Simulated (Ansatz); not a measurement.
The cluster O₃ (the lowest singlet isomer of a short search) was relaxed with PBE-D4 (def2-TZVP) in Ansatz in these states: neutral quintet, neutral singlet, neutral triplet. The geometries follow in no particular order.

A:

Cartesian coordinates in Å:
```
O -0.228 -0.898 0.761
O -0.051 0.288 0.233
O 0.278 0.610 -0.994
```

B:

```xyz
3

O    -0.9836    0.2288    0.4718
O     0.0638   -0.4103    0.1311
O     0.9197    0.1815   -0.6029
```

C:

```xyz
3

O     1.179   -0.587    0.743
O     0.001    0.000   -0.002
O    -1.180    0.587   -0.741
```

**Question.** Judge from the bond lengths which geometry belongs to which state (an estimate).

**Answer.** A is the neutral triplet (O2–O3 1.310 Å, O1–O2 1.310 Å); B is the neutral singlet (O2–O3 1.273 Å, O1–O2 1.273 Å); C is the neutral quintet (O2–O3 1.512 Å, O1–O2 1.512 Å).
